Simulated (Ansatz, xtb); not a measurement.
## Relative energy of two isomers of C4H6OS

Structure I is `C[C@@H]1SCC1=O`, a singlet and structure II is `CC(=O)[C@@H]1CS1`, a singlet. Both are isolated molecules in the gas phase, relaxed with B3LYP-D3(BJ)/def2-SVP; the shapes shown needn't be the lowest conformers.

I (Å):

```xyz
12

C    -1.5847    0.0860   -1.5995
C    -1.2352   -1.1442   -0.7837
C     0.4891   -1.7765    0.6862
C     0.2359   -1.5757   -0.8077
O     0.9959   -1.6196   -1.7325
S    -1.1384   -0.9745    1.0778
H    -2.6376    0.3713   -1.4553
H    -0.9494    0.9375   -1.3140
H    -1.4266   -0.1260   -2.6692
H    -1.8883   -1.9943   -1.0486
H     1.3824   -1.2544    1.0620
H     0.5346   -2.8377    0.9813
```

II (Å):

```xyz
12

C    -2.9804   -2.1040   -0.4746
C    -2.3994   -1.9503    0.9115
C    -1.4177   -0.8098    1.0863
C    -0.8404   -0.5811    2.4270
O    -2.6988   -2.6712    1.8361
S    -2.1190    0.6452    1.9753
H    -3.4583   -1.1613   -0.7872
H    -3.7139   -2.9198   -0.4859
H    -2.1776   -2.3149   -1.2010
H    -0.8300   -0.5418    0.2014
H    -1.1379   -1.2916    3.2037
H     0.1804   -0.1930    2.4929
```

Quicker runs give these differences E(II) − E(I): GFN2-xTB +19.96 kJ/mol; HF/STO-3G +80.28 kJ/mol (at GFN2-xTB geometries); r2SCAN-D4/def2-SVP −0.26 kJ/mol (at GFN2-xTB geometries).

**Question.** Estimate which is lower in electronic energy at CCSD(T)/def2-SVP + ΔMP2/def2-TZVPP, and by roughly how much.

**Answer.** Too close to call at this level: CCSD(T)/def2-SVP + ΔMP2/def2-TZVPP gives E(II) − E(I) = +3.34 kJ/mol.

Level by level:

```tsv
level	geometry	E(II) − E(I) (kJ/mol)	departure from the last row (kJ/mol)	job, with rough time for the two
GFN2-xTB	GFN2-xTB	+19.96	+16.62	optimisation, 0.36 s
HF/STO-3G	GFN2-xTB	+80.28	+76.94	single point, 0.7 s
r2SCAN-D4/def2-SVP	GFN2-xTB	−0.26	−3.60	single point, 4.8 s
B3LYP-D3(BJ)/def2-SVP	B3LYP-D3(BJ)/def2-SVP	+4.72	+1.38	optimisation, 85 s
HF/def2-SVP	B3LYP-D3(BJ)/def2-SVP	+0.20	−3.14	part of the CCSD(T) run
MP2/def2-SVP	B3LYP-D3(BJ)/def2-SVP	−1.41	−4.76	part of the CCSD(T) run
CCSD(T)/def2-SVP	B3LYP-D3(BJ)/def2-SVP	+2.86	−0.48	single point
CCSD(T)/def2-SVP + ΔMP2/def2-TZVPP	B3LYP-D3(BJ)/def2-SVP	+3.34		single point, 51 s
```

As drawn, both hold the same kinds of bond in the same numbers. Structure I has a 4-membered ring, II a 3-membered ring.

The largest departure from CCSD(T)/def2-SVP + ΔMP2/def2-TZVPP is that of HF/STO-3G, 76.94 kJ/mol. The last row adds to CCSD(T) the change of the MP2 difference between the two basis sets, here +0.48 kJ/mol.

With thermal terms from frequencies at re-optimised GFN2-xTB minima (ideal gas, soft modes damped towards free rotors, one conformer each, 298.15 K, 1 atm): on the last row, ΔE + ΔZPE = +2.50, ΔH = +3.31, ΔG = +0.82 kJ/mol.

The correlated steps freeze 10 core orbitals. Run with Ansatz 0.2.0, xtb 6.7.1; the last row on 2 threads of Intel(R) Xeon(R) Platinum 8259CL CPU @ 2.50GHz (Skylake/Cascade Lake) on a shared host.
